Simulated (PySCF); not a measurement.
SiF4, SMILES F[Si](F)(F)F.

Geometry optimised at ωB97X-D3(BJ)/def2-SVP. The isomer is the one that the SMILES or the coordinates give; other isomers of the formula were not compared.

All values below come from PBE/def2-TZVP (PySCF).

Symmetry labels are those of the subgroup D2 that the program uses (full group Td).

Computed valence orbital energies around the gap with their symmetry:
| orbital | symmetry | energy (eV) |
|---|---|---|
| HOMO−7 | A | -11.67 |
| HOMO−6 | A | -11.67 |
| HOMO−5 | B2 | -11.51 |
| HOMO−4 | B1 | -11.51 |
| HOMO−3 | B3 | -11.51 |
| HOMO−2 | B1 | -10.58 |
| HOMO−1 | B2 | -10.58 |
| HOMO | B3 | -10.58 |
| LUMO | A | -0.92 |
| LUMO+1 | B3 | 1.26 |
| LUMO+2 | B1 | 1.26 |
| LUMO+3 | B2 | 1.26 |
